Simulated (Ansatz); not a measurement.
Born–Oppenheimer molecular dynamics of C2H7Al (10 atoms, charge 0, multiplicity 1). It starts at the highest image of a converged band. Of that band: Neighbouring images differ by up to 1.4 eV, so the band resolves the path poorly. A vibrational analysis at the climbing image gives one clearly imaginary mode, 1069i cm⁻¹: a first-order saddle point.

All numbers below come from RKS BLYP-D4/def2-SVPD (Ansatz 0.2.0).

```
ensemble                      : NVE (velocity Verlet)
time step                     : 0.5 fs
steps asked                   : 200
starting velocities drawn for : 100 K
seed                          : 2172
```

Frames 5 fs apart, positions in Å, forces in eV/Å.

Velocities at 25 fs (Å/ps):

```
Al 3.65 -0.84 16.03
C -4.96 1.23 -11.12
H 16.39 -8.47 -12.74
H -4.32 9.87 -14.90
H 6.51 1.12 -5.84
H -76.85 9.02 -134.69
C 2.43 0.42 -9.61
H -12.70 2.96 -11.55
H 13.16 -8.13 -2.66
H -9.69 -3.49 0.29
```

```xyz
10
Properties=species:S:1:pos:R:3:forces:R:3 time_fs=25 energy_less_start_eV=-1.773 T=1814
Al 0.691 -0.100 -0.717 0.42 -0.11 -0.17
C 0.787 -0.026 1.317 1.07 0.57 0.05
H 0.310 -0.860 1.830 -0.34 -0.86 -0.07
H 1.819 -0.021 1.710 0.19 0.00 0.10
H 0.283 0.835 1.830 0.14 0.07 -0.63
H 2.169 -0.444 -1.979 -1.61 0.39 1.35
C -1.311 0.125 -0.757 0.49 0.40 -0.66
H -1.619 -0.877 -0.432 -0.28 -0.35 0.21
H -1.370 0.793 0.132 -0.35 -0.09 -0.28
H -1.992 0.457 -1.569 0.27 -0.03 0.10
10
Properties=species:S:1:pos:R:3:forces:R:3 time_fs=30 energy_less_start_eV=-1.432 T=1484
Al 0.709 -0.105 -0.642 -1.10 -0.02 -3.32
C 0.776 -0.018 1.266 1.81 -0.94 1.59
H 0.360 -0.961 1.746 0.04 0.66 -0.44
H 1.821 0.024 1.648 0.01 -0.10 0.12
H 0.306 0.856 1.740 -0.44 0.17 -0.19
H 1.622 -0.355 -2.439 -0.55 0.23 2.25
C -1.294 0.127 -0.809 0.33 -0.94 0.36
H -1.697 -0.878 -0.470 0.24 0.39 -0.04
H -1.360 0.756 0.095 -0.58 0.27 0.04
H -2.008 0.452 -1.574 0.23 0.28 -0.39
10
Properties=species:S:1:pos:R:3:forces:R:3 time_fs=35 energy_less_start_eV=-1.223 T=1282
Al 0.718 -0.109 -0.596 -2.35 0.27 -4.78
C 0.800 -0.021 1.245 1.89 0.66 1.64
H 0.394 -0.972 1.594 -0.50 -0.23 0.44
H 1.833 0.050 1.623 0.08 -0.03 0.44
H 0.250 0.889 1.591 -0.04 -0.58 -0.06
H 0.957 -0.217 -2.396 1.08 -0.10 1.64
C -1.271 0.116 -0.854 -0.44 0.49 1.19
H -1.741 -0.828 -0.508 -0.10 -0.37 -0.02
H -1.478 0.764 0.046 -0.28 0.00 -0.32
H -1.952 0.497 -1.650 0.66 -0.12 -0.17
10
Properties=species:S:1:pos:R:3:forces:R:3 time_fs=40 energy_less_start_eV=-0.732 T=807
Al 0.706 -0.112 -0.588 -1.87 0.37 -0.91
C 0.859 -0.019 1.256 0.70 -0.68 0.99
H 0.343 -0.984 1.516 0.26 0.49 0.34
H 1.859 0.068 1.699 -0.11 0.02 0.50
H 0.172 0.822 1.440 0.10 0.07 0.47
H 0.543 -0.102 -2.045 2.00 -0.34 -2.53
C -1.258 0.111 -0.874 -1.59 0.38 1.86
H -1.793 -0.831 -0.565 0.08 0.02 -0.44
H -1.662 0.783 -0.062 0.04 0.04 -0.08
H -1.758 0.520 -1.778 0.39 -0.38 -0.20
10
Properties=species:S:1:pos:R:3:forces:R:3 time_fs=45 energy_less_start_eV=-1.260 T=1317
Al 0.678 -0.111 -0.593 -1.64 0.43 -1.18
C 0.934 -0.024 1.286 -0.03 -0.13 0.28
H 0.332 -0.927 1.530 0.37 -0.22 0.39
H 1.857 0.090 1.883 -0.35 0.03 0.05
H 0.134 0.751 1.388 0.66 0.24 0.51
H 0.590 -0.059 -2.154 2.00 -0.33 -0.80
C -1.274 0.115 -0.862 -1.25 0.23 0.31
H -1.834 -0.845 -0.710 0.09 0.03 -0.26
H -1.843 0.809 -0.195 0.10 0.04 -0.03
H -1.467 0.456 -1.927 0.05 -0.33 0.73
10
Properties=species:S:1:pos:R:3:forces:R:3 time_fs=50 energy_less_start_eV=-1.520 T=1569
Al 0.636 -0.106 -0.606 -0.25 0.30 -1.35
C 1.009 -0.034 1.322 -0.50 -0.10 0.08
H 0.399 -0.911 1.631 0.18 -0.30 0.08
H 1.793 0.119 2.080 0.34 -0.02 -0.40
H 0.224 0.743 1.452 0.17 0.40 0.26
H 1.062 -0.090 -2.482 0.32 -0.19 1.79
C -1.314 0.121 -0.843 0.02 -0.59 -0.90
H -1.854 -0.854 -0.911 0.05 0.01 0.31
H -1.994 0.842 -0.338 0.33 -0.03 -0.10
H -1.175 0.333 -1.935 -0.66 0.53 0.23
10
Properties=species:S:1:pos:R:3:forces:R:3 time_fs=55 energy_less_start_eV=-1.130 T=1193
Al 0.593 -0.099 -0.630 1.47 0.07 0.21
C 1.074 -0.044 1.361 -1.09 0.03 0.36
H 0.510 -0.952 1.747 0.10 0.44 -0.34
H 1.803 0.140 2.179 0.80 -0.19 -0.87
H 0.364 0.805 1.572 -0.13 -0.30 -0.13
H 1.618 -0.166 -2.398 -1.10 0.00 2.00
C -1.354 0.117 -0.840 0.76 -0.94 -1.46
H -1.865 -0.856 -1.045 -0.05 0.11 0.49
H -2.076 0.873 -0.496 0.26 0.07 0.20
H -1.030 0.320 -1.893 -1.01 0.71 -0.46
10
Properties=species:S:1:pos:R:3:forces:R:3 time_fs=60 energy_less_start_eV=-1.549 T=1597
Al 0.562 -0.091 -0.653 2.31 -0.07 1.74
C 1.120 -0.052 1.404 -0.40 0.88 -0.81
H 0.625 -0.937 1.810 -0.50 -0.47 0.26
H 1.989 0.121 2.081 0.40 -0.21 -0.91
H 0.471 0.816 1.676 -0.30 -0.18 0.10
H 1.930 -0.243 -1.864 -1.65 0.13 0.83
C -1.380 0.098 -0.868 0.83 0.69 -2.22
H -1.895 -0.850 -1.076 -0.28 -0.23 0.16
H -2.090 0.908 -0.603 0.28 -0.28 0.72
H -1.115 0.452 -1.931 -0.69 -0.27 0.14
10
Properties=species:S:1:pos:R:3:forces:R:3 time_fs=65 energy_less_start_eV=-1.599 T=1647
Al 0.549 -0.083 -0.659 -0.33 0.09 4.05
C 1.155 -0.048 1.434 -0.91 -0.41 -0.86
H 0.668 -0.969 1.902 0.55 0.58 -0.19
H 2.240 0.052 1.774 -1.05 -0.09 -0.48
H 0.522 0.788 1.807 0.30 0.10 0.39
H 1.922 -0.299 -1.180 1.15 -0.25 -1.90
C -1.391 0.088 -0.937 -0.09 0.40 -1.85
H -1.970 -0.866 -1.059 0.25 0.41 0.18
H -2.044 0.889 -0.538 0.26 -0.30 1.01
H -1.362 0.538 -1.969 -0.12 -0.52 -0.34
10
Properties=species:S:1:pos:R:3:forces:R:3 time_fs=70 energy_less_start_eV=-1.640 T=1685
Al 0.536 -0.075 -0.633 0.58 -0.33 2.98
C 1.172 -0.046 1.445 -1.50 0.84 -1.32
H 0.803 -0.928 1.972 0.10 -0.78 0.18
H 2.288 -0.032 1.365 -0.55 0.27 0.48
H 0.646 0.774 2.012 0.89 -0.02 -0.13
H 2.076 -0.401 -0.860 -0.03 -0.06 -1.68
C -1.403 0.091 -1.042 -0.55 1.20 -0.29
H -2.004 -0.830 -1.000 0.18 -0.48 0.12
H -1.918 0.785 -0.282 0.75 -0.59 -0.66
H -1.646 0.513 -2.054 0.14 -0.05 0.32
10
Properties=species:S:1:pos:R:3:forces:R:3 time_fs=75 energy_less_start_eV=-1.384 T=1438
Al 0.528 -0.070 -0.580 1.22 -0.73 1.10
C 1.160 -0.035 1.433 -0.90 -0.51 -0.13
H 0.985 -0.988 2.040 0.08 0.49 -0.79
H 2.204 -0.062 1.055 0.09 0.24 0.78
H 0.953 0.762 2.194 0.21 0.02 -0.58
H 2.257 -0.519 -0.940 -1.56 0.35 -0.80
C -1.424 0.109 -1.153 0.32 -1.27 1.42
H -1.973 -0.861 -0.926 0.70 0.13 -0.43
H -1.653 0.580 -0.150 -0.44 0.76 -0.95
H -1.899 0.479 -2.082 0.27 0.53 0.37
10
Properties=species:S:1:pos:R:3:forces:R:3 time_fs=80 energy_less_start_eV=-1.217 T=1276
Al 0.529 -0.071 -0.518 0.51 -0.47 -0.85
C 1.133 -0.028 1.417 0.99 0.51 -0.07
H 1.169 -0.990 1.962 -0.44 -0.31 -0.12
H 2.134 -0.040 0.919 0.29 0.01 0.42
H 1.300 0.743 2.234 -0.86 -0.19 -0.82
H 2.086 -0.559 -1.211 -1.44 0.40 0.09
C -1.438 0.108 -1.238 1.73 -0.82 1.67
H -1.809 -0.894 -0.941 -0.14 -0.38 -0.50
H -1.483 0.535 -0.215 -1.21 1.05 -0.06
H -2.084 0.551 -2.021 0.57 0.18 0.24
```

Of the whole run (100 fs, mean temperature of the second half 1459 K): The conserved energy stayed within 0.2 meV per atom of its start (net change -0.1 meV per atom), so the integration is sound. The kinetic energy rose, since the run started high on the potential surface and went downhill. A run of 0.1 ps of so small a system gives no equilibrium averages. The orbitals stay closed-shell, which can raise the energy where a bond breaks towards radicals; this wasn't checked here.

Run time: 3.4 min on 4 threads of Arm Neoverse V2, on a shared host, peak memory 0.14 GiB.
